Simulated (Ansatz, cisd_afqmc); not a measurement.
System: SiH₃, charge -1, singlet. SiH3- (SMILES [SiH3-]).
B3LYP-D3(BJ)/def2-TZVP minimum from Ansatz (a program for electronic structure):
```
Si
H 1 1.5441
H 1 1.5441 2 94.12
H 1 1.5441 2 94.12 3 -94.44
```
Charge -1, spin multiplicity 1.

Total energies in aug-cc-pV(T+d)Z, 8 correlated electrons, 5 frozen orbitals. Open shells are spin-unrestricted; no spin-orbit coupling. Correlated methods leave the cores frozen. No relativity. AFQMC is phaseless with a CISD trial state; ± is one standard error, without the phaseless bias. Outlying blocks are dropped, and bars are widened where a walk drifts. Over all cases where full CI ran beside it in this data, AFQMC minus full CI had a median of +0.1 mEh and passed +0.4 mEh in a tenth of the cases.

```tsv
method	program	energy (Eh)	minus CCSDT(Q) (mEh)
HF	Ansatz	-290.64823	191.95
MP2	Ansatz	-290.80408	36.11
CCSD	Ansatz	-290.83220	7.99
CCSD(T)	Ansatz	-290.83887	1.31
CCSDT(Q)	Ansatz	-290.84018	0.00
AFQMC/CISD	cisd_afqmc	-290.8396 ± 0.0003	0.6 ± 0.3
```

Rough core times of Ansatz's runs on a shared machine: CCSD(T) under 20 s, CCSDT(Q) 5 min.
